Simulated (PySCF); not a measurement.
Molecule: `InChI=1S/F3N/c1-4(2)3`.

Molfile (atoms numbered from 1):
```
F3N
     RDKit          3D

  4  3  0  0  0  0  0  0  0  0999 V2000
   -0.5514    1.0728   -0.1658 F   0  0  0  0  0  0  0  0  0  0  0  0
    0.0076   -0.0031    0.4329 N   0  0  0  0  0  0  0  0  0  0  0  0
   -0.6444   -1.0331   -0.1513 F   0  0  0  0  0  0  0  0  0  0  0  0
    1.2262   -0.0619   -0.1488 F   0  0  0  0  0  0  0  0  0  0  0  0
  1  2  1  0
  2  3  1  0
  2  4  1  0
M  END
```

Geometry PBE0-D3(BJ)/def2-SVP throughout; GIAO in PySCF 2.14.0 with density-fitted response routines, gas phase, one conformer, non-relativistic; equivalent atoms averaged; basis pcSseg-2.

For orientation, KT3 gives these absolute shieldings σ: F1/F3/F4 50.9, N2 -137.2 ppm.

A run gave: F1/F3/F4 38.0, N2 -156.7 ppm (absolute shieldings σ).

Question: Which functional was used in that run?
A. BP86
B. HF
C. OPBE
D. B3LYP
E. PBE0

Answer: A. F1/F3/F4 tells them apart best: BP86 gives 38.0, HF gives 132.6, OPBE gives 58.8, B3LYP gives 53.3, PBE0 gives 66.4 ppm.
